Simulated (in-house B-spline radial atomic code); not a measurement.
**Functionals against ionisation energies along an isoelectronic series: Ne to S⁶⁺**

Ionisation energies as differences of self-consistent total energies from a B-spline radial code for spherical atoms: all electrons, radial basis limit, scalar-relativistic (one-electron X2C), spin-polarised at highest spin, spherical densities; exact exchange is averaged over the determinants of each configuration. No spin-orbit coupling, Breit or QED terms. NIST's values run from ground level to ground level, so in open shells the differences also hold multiplet and fine-structure energies that spherical high-spin averages miss. Columns give computed minus NIST, in eV; a star marks a semi-empirical value. Species are left out where the tabulated value is theory, is uncertain by more than 0.12 eV, or (13 ions, such as In⁴⁺, Te⁴⁺ and Bi⁴⁺) lies off its series for all methods alike, which flatters the means a little.

```
species  shell        NIST (eV)   SCAN  r2SCAN  TPSSh  CAM-B3LYP
     Ne     2p            21.56  +0.93   +0.92  +0.41      +0.35
   Mg²⁺     2p            80.14      ?       ?      ?          ?
   Al³⁺     2p           119.99  +1.68   +1.61  +0.60      +0.40
   Si⁴⁺     2p           166.77  +1.97   +1.88  +0.69      +0.45
    P⁵⁺     2p  220.43 ± 0.005*  +2.28   +2.16  +0.79      +0.52
    S⁶⁺     2p   280.95 ± 0.007  +2.62   +2.47  +0.92      +0.62
```

(1) What are the differences for Mg²⁺ ([He] 2s2 2p6)?

(2) How do the methods rank, and which species is hardest?

Answers

(1) SCAN +1.41; r2SCAN +1.37; TPSSh +0.53; CAM-B3LYP +0.38 eV.

(2) Mean absolute (signed) differences: CAM-B3LYP 0.45 (+0.45) eV; TPSSh 0.66 (+0.66) eV; r2SCAN 1.73 (+1.73) eV; SCAN 1.82 (+1.82) eV. For S⁶⁺, which loses a 2p electron, the nearest method is off by +0.62 eV, the largest such miss.
